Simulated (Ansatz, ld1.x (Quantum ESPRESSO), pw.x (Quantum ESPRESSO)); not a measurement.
# From atom to crystal: RRKJ potential for Sc (Z = 21)

scandium (Sc), norm-conserving RRKJ (Kleinman–Bylander form), made with ld1.x (Quantum ESPRESSO) 7.5 (LDA (PW92), scalar-relativistic). Core [Ar], reference 3d1.5 4s1.5 4p0. Waves: 4p (bound, empty): rc 3.25 bohr; 3d (bound): rc 2.50 bohr; 4s (bound): rc 2.80 bohr. Local part: the s channel. Core correction: Bessel-smoothed model core inside 2.10 bohr.

Atomic tests: cutoffs needed: 25 Ry and 30 Ry (the cutoffs (Ry, on a coarse ladder) from which the occupation-weighted sum of valence levels, in a spherical-Bessel basis at the reference potential, stays within 10 and 1 mRy of its value at 400 Ry); ghost test: no extra level below or beside the all-electron valence levels (p, d, s, f tested) (spherical-Bessel basis up to 400 Ry, 20 bohr box); largest excitation error: -96 meV (all-electron minus pseudo) for 3d1 4s0 4p0, out of 7 test configurations.

Crystal test: diamond Sc in pw.x 7.5, no spin, 8³ k-points, Fermi–Dirac smearing 0.01 Ry, cutoffs 50/200 Ry. The lattice is a test structure that the element need not adopt, and mesh and smearing are coarse.

pw.x input:

```
&control
  calculation='scf', prefix='x', pseudo_dir='./', outdir='./tmp', tstress=.true., disk_io='none'
/
&system
  ibrav=0, nat=2, ntyp=1, ecutwfc=50, ecutrho=200, nbnd=10,
  occupations='smearing', smearing='fd', degauss=0.01
/
&electrons
  conv_thr=1e-09, mixing_beta=0.4, electron_maxstep=70
/
ATOMIC_SPECIES
Sc 1.0 Sc.UPF
CELL_PARAMETERS angstrom
  0.00000000 3.01496229 3.01496229
  3.01496229 0.00000000 3.01496229
  3.01496229 3.01496229 0.00000000
ATOMIC_POSITIONS crystal
Sc 0.0000 0.0000 0.0000
Sc 0.2500 0.2500 0.2500
K_POINTS automatic
8 8 8 0 0 0
```

```bash
pw.x < Sc.scf.in > Sc.scf.out
```

**Question.** How does the run end?

**Answer.** It converges; the pressure is 1.71 GPa against -0.03 GPa from all-electron LAPW. The largest radius (3.25 bohr) exceeds half the bond length (2.47 bohr), so the spheres overlap, which is one possible source of error among others. This is a poor potential for the solid. The log shows:

```
     scf convergence threshold =      1.0E-09
     Exchange-correlation= PW
     number of k points=    29  Fermi-Dirac smearing, width (Ry)=  0.0100
     iteration #  1     ecut=    50.00 Ry     beta= 0.40
     total energy              =     -18.84895421 Ry
     estimated scf accuracy    <       0.02416941 Ry
     iteration #  2     ecut=    50.00 Ry     beta= 0.40
     total energy              =     -18.85153660 Ry
     estimated scf accuracy    <       0.00130945 Ry
     iteration #  3     ecut=    50.00 Ry     beta= 0.40
     total energy              =     -18.85239384 Ry
     estimated scf accuracy    <       0.00019323 Ry
     iteration #  4     ecut=    50.00 Ry     beta= 0.40
     total energy              =     -18.85230231 Ry
     estimated scf accuracy    <       0.00069163 Ry
     [... 6 iterations left out ...]
     iteration # 11     ecut=    50.00 Ry     beta= 0.40
     total energy              =     -18.85244100 Ry
     estimated scf accuracy    <          4.6E-09 Ry
     iteration # 12     ecut=    50.00 Ry     beta= 0.40
     total energy              =     -18.85244100 Ry
     estimated scf accuracy    <          5.4E-09 Ry
     iteration # 13     ecut=    50.00 Ry     beta= 0.40
     total energy              =     -18.85244100 Ry
     estimated scf accuracy    <          1.0E-09 Ry
     iteration # 14     ecut=    50.00 Ry     beta= 0.40
     the Fermi energy is     3.9391 ev
!    total energy              =     -18.85244100 Ry
     estimated scf accuracy    <          4.7E-11 Ry
     smearing contrib. (-TS)   =      -0.01996024 Ry
     The total energy is F=E-TS. E is the sum of the following terms:
     one-electron contribution =       5.60354644 Ry
     hartree contribution      =       0.32337040 Ry
     xc contribution           =     -16.25012467 Ry
     ewald contribution        =      -8.50927293 Ry
     convergence has been achieved in  14 iterations
          total   stress  (Ry/bohr**3)                   (kbar)     P=       17.10
     Message from routine punch:
     Nothing written, as per user request (disk_io='none')
```
